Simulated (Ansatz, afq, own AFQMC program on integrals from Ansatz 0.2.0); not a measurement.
Two steps: Ansatz 0.2.0 writes the Fock matrix and Cholesky factors of the valence space, and afq projects on them the lowest state that overlaps trial and start.

```yaml
crystal:
  periodic: [false, false, false]
  atoms:
    - {symbol: Si, position_ang: [0.000000, 0.000000, 0.000000]}
    - {symbol: Mg, position_ang: [0.000000, 0.000000, 2.794000]}
basis:
  gaussian: {orbitals: cc-pVDZ}
magnetization: {spin_polarized: false}
correlation: {method: ccsd_t, electrons: outside_noble_gas, hamiltonian_folder: ham}
```

```sh
$ ansatz run in.yaml --threads 1 --pin off --events-out ev --progress --plain --max-ram 16896MiB --backend cuda --devices 0, --max-vram 18GiB
```

Options of the walk:

```
--method free --trial cisd --walkers 4000 --time-step 0.03 --max-blocks 4000 --target-error 0.0003 --factor-cut 1e-05 --seed 3657 --times 0,0.3,0.6,1.2,1.8,2.4,3.6,4.8,6 --taylor-order 8
```

Times are imaginary, in 1/Eh. The walk had a cap of 61 s.

```
orbitals 26  electrons 3 3  factors 173 of 349
reference energy -488.40946456 Eh
CCSD correlation -0.12820946 Eh in 17 cycles, weight of the determinant in the CISD state 0.7850
repeat  energy at the last time / Eh  error
    10  -488.546816  0.000137
    20  -488.546964  0.000131
    30  -488.547069  0.000103
time / (1/Eh)  energy / Eh  error  mean overlap
  0.00  -488.537671  0.000039  1.2741
  0.30  -488.540335  0.000038  1.2757
  0.60  -488.542110  0.000046  1.2757
  1.20  -488.544070  0.000047  1.2817
  1.80  -488.545057  0.000052  1.2899
  2.40  -488.545764  0.000067  1.2923
  3.60  -488.546392  0.000095  1.3075
  4.80  -488.546718  0.000079  1.3256
  6.00  -488.547066  0.000100  1.3346
energy -488.547066 +/- 0.000100 Eh
```

Question: Estimate how long the walk took on 1 × NVIDIA H100 80GB HBM3 with 2 threads of AMD EPYC 7R13 Processor (Zen 3), with other jobs on the host (the card was shared).

Answer: 18 s of wall time.

The run failed at least one of its tests; the cautions name the faults.

Against this walk (error 2.7 meV) on the same determinant: CCSD(T) 61.4 meV higher, CCSDT(Q) 138.9 meV lower, CCSDTQ 140.3 meV lower, full CI 142.4 meV lower. The error is statistical, and a free projection of finite length keeps a remainder of its start. The projection is still falling at its last time (meV from the last point: 54.6 ± 1.4 at 1.80, 35.4 ± 1.8 at 2.40, 18 ± 3 at 3.60, 9.5 ± 2.2 at 4.80, 0 ± 3 at 6.00), so its energy is a cut-off value, and the gaps above aren't errors of the other methods. Full CI is exact here, so the walk's 142 meV above it is the walk's own error: what remains of the start. The determinant is a poor start (see the cautions), so the low cluster orders aren't to be relied on, and full CI is the sure value.

Cautions: remainder of the start not in the error; start not forgotten; higher spins were not checked; restricted determinant unstable towards unrestricted (UHF 1.44 eV lower, ⟨S²⟩ 1.62); strong correlation (T1 0.045, weight of the determinant 0.78, largest double 0.20); the CCSDT(Q) amplitudes may be one of several solutions (largest double 0.66); the CCSDTQ amplitudes may be one of several solutions (largest double 0.85); the determinant fills πx and πy unequally, so it mixes two states of the linear molecule, and each level undoes that mixture to a different degree, while full CI gives the lower state, and by Hund's rule a triplet of that filling probably lies lower still; CCSDTQ on the UHF determinant differs (875 meV lower), perhaps since the unrestricted series falls towards higher spin.

CCSDT and higher add their correlation energy to the determinant of the CCSD(T) run, since their own runs factorise the integrals more tightly (a shift of under 2 meV).
